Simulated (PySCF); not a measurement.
**A diatomic session: SF**

The task here is to estimate one member of a computed series from the others.

Computed with PySCF 2.14.0. Level: S x2c-TZVPPall, F x2c-TZVPPall, spin-free X2C with a Gaussian nucleus.

The first run:

The job is set up so:

```json
{
  "atoms": "S, F",
  "charge": "0",
  "basis": "S x2c-TZVPPall, F x2c-TZVPPall",
  "Hamiltonian": "spin-free X2C with a Gaussian nucleus",
  "basis functions": "73",
  "electrons treated": "25",
  "masses in u": "31.9721, 18.9984",
  "levels": "PBE0, PBE, r²SCAN, PW91, M06-2X, BLYP, revPBE, CAM-B3LYP, HF, MP2, SCS-MP2, CCSD, CCSD(T)",
  "grid": "80 radial by 434 angular points",
  "occupations": "held fixed by the projection of orbital angular momentum",
  "dissociation limit": "S + F, each in its ground configuration",
  "starting distance in angstrom": "1.600",
  "values of 2S to try": "1, 3"
}
```

Command:

```
> OMP_NUM_THREADS=1 python dia.py task.json out
```

Steps of the session up to this table: The job; The PBE0 curve of the state that the search chose; Other states along the same grid; PBE (GGA); r²SCAN (meta-GGA); PW91 (GGA); M06-2X (hybrid meta-GGA); BLYP; revPBE; CAM-B3LYP (range-separated hybrid); UHF (mean field); Adding correlation.

One table of the session follows, with a row left open; its other results are not shown here.

| level | Re (Å) | ωe (cm⁻¹) | De (eV) |
| --- | --- | --- | --- |
| UHF | 1.568 | 924 | 1.50 |
| UHF-MP2 | 1.602 | 850 | 3.61 |
| UHF-SCS-MP2 | 1.605 | 839 | 3.48 |
| UHF-CCSD | 1.597 | 859 | 3.19 |
| UHF-CCSD(T) | 1.606 | 836 | 3.37 |
| PBE | 1.624 | 803 | 4.10 |
| revPBE | 1.631 | 791 | 3.81 |
| PW91 | 1.623 | 802 | 4.13 |
| BLYP | 1.639 | 769 | 3.94 |
| r²SCAN | 1.607 | 835 | 3.73 |
| PBE0 | 1.596 | 861 | 3.64 |
| M06-2X | ? | ? | ? |
| CAM-B3LYP | 1.598 | 856 | 3.73 |

Estimate the missing values for M06-2X.

The run gave: Re (Å): 1.593; ωe (cm⁻¹): 880; De (eV): 3.69. In the column «Re (Å)» it lies between UHF (1.568) and PBE0 (1.596).
